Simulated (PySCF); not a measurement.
Simulated outer-valence photoelectron spectrum of `O=c1cc1CF`. Computed with EOM-IP-CCSD/aug-cc-pVDZ in PySCF, restricted Hartree–Fock reference, 6 core orbitals frozen, non-relativistic, gas phase, PBE0-D3(BJ)/def2-SVP geometry.

Each root has a Gaussian of 0.5 eV full width with its one-hole share as area; cross sections and vibrations are left out, and the highest printed point is 100.

```csv
ionisation energy (eV),intensity
8.8,1
9.0,10
9.2,37
9.4,59
9.6,39
9.8,10
10.0,1
10.2,0
10.4,3
10.6,20
10.8,52
11.0,54
11.2,24
11.4,4
11.6,0
11.8,0
12.0,0
12.2,0
12.4,0
12.6,0
12.8,1
13.0,9
13.2,41
13.4,85
13.6,100
13.8,85
14.0,74
14.2,54
14.4,21
14.6,13
14.8,41
15.0,84
15.2,94
15.4,59
15.6,19
15.8,9
16.0,29
16.2,56
16.4,45
16.6,15
16.8,2
17.0,0
```

Where are the maxima, and how many lines lie under the curve?

5 maxima, at 9.4, 10.9, 13.6, 15.1 and 16.3 eV, from 8 lines. At this width some lines have no maximum of their own.

List the lines with their holes.

| E (eV) | leading hole (HF orbital) | area | Koopmans (eV) |
| --- | --- | --- | --- |
| 9.40 | HOMO | 0.95 | 10.81 |
| 10.91 | HOMO-1 | 0.95 | 11.31 |
| 13.41 | HOMO-2 | 0.95 | 14.85 |
| 13.68 | HOMO-3 | 0.95 | 15.20 |
| 14.09 | HOMO-4 | 0.94 | 16.17 |
| 15.01 | HOMO-5 | 0.93 | 16.34 |
| 15.27 | HOMO-6 | 0.94 | 17.40 |
| 16.25 | HOMO-7 | 0.93 | 18.72 |

The widest gap, 2.50 eV, lies between 10.91 and 13.41 eV. Only orbitals with −ε under 21 eV, eight at most, were ionised, so the high end of the curve may lack lines.

Time: 9.7 min wall; peak memory 3.0 GiB. Hardware: one thread, Arm Neoverse V1 (aarch64) (shared host).

Conformer computed: `[O:1]=[c:2]1[cH:3][c:4]1[CH2:5][F:6]`: C3–C4–C5–F6 0°.

One conformer stands for the species.
